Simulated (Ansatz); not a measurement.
C3H5NO can be A, `N#CCCO`, or B, `C=C(O)C=N`.

Isolated molecules relaxed with PBE0-D4/def2-TZVP in Ansatz; ΔE leaves out vibrations. CCSD(T)/CBS adds triple-zeta CCSD(T) − MP2 to the extrapolated MP2 energy (def2 sets, frozen cores). DFT in def2-TZVPP. B3LYP here is the variant with VWN-RPA as its local correlation; programs differ in this. One conformer a species, not always the lowest.

(1) Which is lower in electronic energy at CCSD(T)/CBS, and by how much? (Best estimate.)

(2) Give E(B) − E(A) in kJ/mol with CCSD/def2-TZVPP, HF/def2-TZVPP, LDA (SPW92), B3LYP, CCSD(T)/def2-TZVPP, B3LYP-D4, r2SCAN-D4. (An estimate is asked.)

(3) Does the order hold for the free energy at 298.15 K (harmonic terms from PBE0-D4)? (Estimate.)

Largest T1 diagnostic: 0.013.

## Answers

(1) Ansatz gave: A, by 30.9 kJ/mol.

(2) Computed: CCSD/def2-TZVPP 42.7, HF/def2-TZVPP 53.8, LDA (SPW92) -20.3, B3LYP 18.7, CCSD(T)/def2-TZVPP 36.1, B3LYP-D4 15.3, r2SCAN-D4 8.3. The order is the other way round with LDA (SPW92).

(3) Ansatz gave: Yes: G(B) − G(A) = +34.3 kJ/mol, for one conformer each.

From r2SCAN to r2SCAN0 (25 % exact exchange), in def2-TZVPP and without D4, E(B) − E(A) moves by +7.6 kJ/mol. At CCSD(T), def2-SVP lies +7.2 kJ/mol from the extrapolated value and def2-TZVPP +5.2 kJ/mol.
